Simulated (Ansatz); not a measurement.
Input file:

```yaml
crystal:
  periodic: [false, false, false]
  atoms:
    - {symbol: Cl, position_ang: [-1.419347, 0.022748, 0.000000]}
    - {symbol: H, position_ang: [-0.080347, 0.022748, 0.000000]}
    - {symbol: Si, position_ang: [1.718653, 0.022748, 0.000000]}
    - {symbol: H, position_ang: [2.115087, -1.456765, 0.000000]}
basis:
  gaussian: {orbitals: cc-pVTZ}
magnetization: {spin_polarized: true, initial_magnetization: 1}
correlation: {method: ccsd_t, electrons: outside_noble_gas}
output: {forces: true}
```

```sh
$ ansatz run in.yaml --threads 2 --pin off --events-out ev --progress --plain --max-ram 16896MiB --backend cuda --devices 0, --max-vram 18GiB
```

Output:

```
559 factors; integrals over basis functions are off by at most 1.3e-3 eV
mean field evaluation 1: about -20394.3183 eV, gradient 1.0e1 eV
mean field evaluation 2: about -20394.3213 eV, gradient 1.0e1 eV
mean field evaluation 4: about -20395.4259 eV, gradient 1.6e0 eV
mean field evaluation 8: about -20395.4763 eV, gradient 4.3e-3 eV
mean field evaluation 16: about -20395.4708 eV, gradient 4.8e-1 eV
mean field evaluation 32: about -20395.4223 eV, gradient 1.6e0 eV
mean field evaluation 64: about -20395.3215 eV, gradient 2.5e-1 eV
mean field evaluation 96: about -20395.4762 eV, gradient 1.1e-1 eV
mean field evaluation 128: about -20395.2822 eV, gradient 7.4e-2 eV
mean field evaluation 160: about -20395.3126 eV, gradient 1.7e-1 eV
mean field evaluation 192: about -20393.3484 eV, gradient 1.8e-2 eV
mean field evaluation 224: about -20393.1882 eV, gradient 5.3e-2 eV
mean field evaluation 256: about -20395.2829 eV, gradient 4.8e-1 eV
mean field evaluation 288: about -20395.2865 eV, gradient 1.3e-1 eV
mean field evaluation 320: about -20395.2863 eV, gradient 1.3e-1 eV
mean field evaluation 352: about -20395.3271 eV, gradient 9.0e-2 eV
mean field -20395.47876160 eV, -749.5200199367 hartree, gradient 3.0e-6 eV, S^2 0.850776; 14 other end points of the search recorded, 0 dependent functions left out
determinant -20395.47876160 eV, -749.5200199367 hartree, with singles and doubles -20404.75080907 eV, -749.8607613964 hartree
determinant -20395.47631289 eV, -749.5199299483 hartree, with singles and doubles -20404.76911964 eV, -749.8614342975 hartree
determinant -20395.33205250 eV, -749.5146284768 hartree, with singles and doubles -20404.55765823 eV, -749.8536632340 hartree
determinant -20395.31694564 eV, -749.5140733100 hartree, with singles and doubles -20404.61129800 eV, -749.8556344593 hartree
determinant -20393.34847479 eV, -749.4417333406 hartree, with singles and doubles -20402.37950939 eV, -749.7736177405 hartree
determinant -20393.19282174 eV, -749.4360131965 hartree, with singles and doubles -20402.25198444 eV, -749.7689312853 hartree
determinant -20393.07658710 eV, -749.4317416522 hartree, with singles and doubles -20402.08767706 eV, -749.7628931002 hartree
determinant -20395.47876160 eV, -749.5200199367 hartree, with singles and doubles -20404.67263995 eV, -749.8578887342 hartree
determinant -20395.47631289 eV, -749.5199299483 hartree, with singles and doubles -20404.67512075 eV, -749.8579799019 hartree
determinant -20395.33205250 eV, -749.5146284768 hartree, with singles and doubles -20404.49215601 eV, -749.8512560717 hartree
determinant -20395.31694564 eV, -749.5140733100 hartree, with singles and doubles -20404.49574495 eV, -749.8513879630 hartree
10 core orbitals not correlated: weight in the atoms' cores, before any rotation towards them, 1.000 or more for the frozen orbitals, at most 0.000 for the correlated occupied ones
reference -20395.47631289 eV, -749.5199299483 hartree; 7, 6 occupied and 79, 80 virtual orbitals, 559 factors
second order -8.09042473 eV of doubles, -0.00000000 eV of singles
cycle   1  -9.19880899 eV  change   -1.1e-6 eV  update   4.0e-6
cycle   2  -9.19880998 eV  change   -9.9e-7 eV  update   3.7e-6
cycle   1  -9.19881186 eV  update   3.1e-6
cycle   2  -9.19881280 eV  change   -9.4e-7 eV  update   3.1e-6
cycle   3  -9.19881334 eV  change   -5.4e-7 eV  update   2.8e-6
cycle   4  -9.19881149 eV  change    1.8e-6 eV  update   2.3e-6
cycle   5  -9.19881173 eV  change   -2.4e-7 eV  update   1.1e-6
perturbative correction -0.35171732 eV, -0.0129253731 hartree
the calculation of the forces begins
Total energy: -20405.02684193 eV, -749.8709054171 hartree
Atom 0 at    -1.419347     0.022748     0.000000 Å, force    -1.180699    -0.052383    -0.000009 eV/Å
Atom 1 at    -0.080347     0.022748     0.000000 Å, force    -0.322561     0.020536     0.000016 eV/Å
Atom 2 at     1.718653     0.022748     0.000000 Å, force     1.619450    -0.080333    -0.000007 eV/Å
Atom 3 at     2.115087    -1.456765     0.000000 Å, force    -0.116191     0.112180     0.000000 eV/Å
Dipole moment:     0.519741    -0.033826     0.000001 e Å
```

Forces (eV/Å):
```
Cl  -1.181 -0.052  0.000
H   -0.323  0.021  0.000
Si   1.619 -0.080  0.000
H   -0.116  0.112  0.000
```

For the same geometry and basis UCCSDT(Q) lies 52.9 meV lower.

Ran on 2 threads of AMD EPYC 7R13 with a shared H100 80 GB, shared host: 17 s wall, 0.97 GiB peak host memory.
